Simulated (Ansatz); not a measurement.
Species: C$_{3}$H$_{7}$, SMILES `C[CH]C` (charge 0, multiplicity 2).

Q: Give a relaxed geometry from PBE-D3(BJ)/def2-TZVP (Ansatz, an electronic-structure program).

A: the end point of this relaxation (outside a Z-matrix the atoms follow the SMILES, hydrogens last).
Z-matrix (Å, degrees):
```
C
H 1 1.0914
C 1 1.4855 2 119.04
H 3 1.0988 1 112.30 2 22.20
H 3 1.1046 4 108.15 1 -123.51
H 3 1.1108 4 106.88 5 -113.21
C 1 1.4855 2 119.04 3 -168.41
H 7 1.0988 1 112.29 2 -22.47
H 7 1.1046 8 108.16 1 123.50
H 7 1.1108 8 106.87 9 113.22
```
